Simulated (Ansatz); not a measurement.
# AlBH₂ (singlet): the correlation ladder at scale of all distances = 0.872, 6-31G

One table from this session's results is given with a row withheld; the runs are named, their logs left out.

Method: 6-31G, core rule «outside noble gas», up to 6 orbitals frozen; program: Ansatz 0.2.0, Gaussian basis.

To be run: UHF; CCSD(T) on RHF; CCSD(T) on UHF; BCCD(T) on RHF; CISD; CCSDT(Q) on RHF; CCSDT(Q) on UHF; CCSDTQ on RHF; CASSCF and MRCISD+Q, 2 electrons in 2 orbitals; CASSCF and NEVPT2, 2 electrons in 2 orbitals; CASSCF and MRCISD+Q, 8 electrons in 10 orbitals; CASSCF and NEVPT2, 8 electrons in 10 orbitals; Full CI.

10 further runs of the same task are left out: 6 that didn't finish, 4 set aside as unsound or not needed.

**The geometry**

The geometry derives from a PBE0/def2-TZVP stationary point (not a proven minimum). All distances are scaled together.

4 atoms, charge 0, spin multiplicity 1.

Atoms are counted from 1 here; the program's logs count them from 0.

Bond lengths: B1–Al2 1.954 Å, B1–H3 1.052 Å, B1–H4 1.052 Å. Angles: Al2–B1–H3 123.6°, Al2–B1–H4 123.6°, H3–B1–H4 112.9°.

Set-up of the first run:

in.yaml reads:

```yaml
crystal:
  periodic: [false, false, false]
  atoms:
    - {symbol: B, position_ang: [0.000000, 0.000000, 1.294733]}
    - {symbol: Al, position_ang: [0.000000, 0.000000, -0.658940]}
    - {symbol: H, position_ang: [0.000000, 0.876343, 1.876039]}
    - {symbol: H, position_ang: [0.000000, -0.876343, 1.876039]}
basis:
  gaussian: {orbitals: 6-31G}
magnetization: {spin_polarized: true, initial_magnetization: 0}
hamiltonian: {xc: hf}
output: {orbitals: {seedname: orbitals}}
```

Command:

```
> ansatz run in.yaml --threads 1 --pin off --events-out ev --progress --plain --max-ram 2393MiB
```

Steps of the session up to this table: UHF; CCSD(T) on RHF; CCSD(T) on UHF; BCCD(T) on RHF; CISD; CCSDT(Q) on RHF; CCSDT(Q) on UHF; CCSDTQ on RHF; CASSCF and MRCISD+Q, 2 electrons in 2 orbitals; CASSCF and NEVPT2, 2 electrons in 2 orbitals; CASSCF and MRCISD+Q, 8 electrons in 10 orbitals; CASSCF and NEVPT2, 8 electrons in 10 orbitals; Full CI.

One of the session's tables, all rows but one given; the rest of the session is left out.

It belongs to the step «Misses and costs». 

| method | from FCI (kJ/mol) |
| --- | --- |
| RHF | +268.1 |
| RMP2 | +77.1 |
| CISD | +21.9 |
| RCCSD | +6.2 |
| RCCSD(T) | +1.9 |
| BCCD(T) | +1.9 |
| RCCSDT | +0.5 |
| RCCSDT(Q) | +0.1 |
| RCCSDTQ | 0.0 |
| CASSCF pair | +235.3 |
| NEVPT2 pair | +69.7 |
| MRCISD pair | +16.3 |
| MRCISD+Q pair | +1.2 |
| CASSCF valence | +84.2 |
| NEVPT2 valence | ? |
| MRCISD valence | +2.8 |
| MRCISD+Q valence | +1.0 |
| FCI | 0 |

Q: Estimate the row for NEVPT2 valence from the others.

The run gave: from FCI (kJ/mol): +26.0. In the column «from FCI (kJ/mol)» it lies between CISD (+21.9) and NEVPT2 pair (+69.7).

Left out of the table: UHF, UMP2, UCCSD, UCCSD(T), UCCSDT, UCCSDT(Q) (another determinant or state than the rows shown).
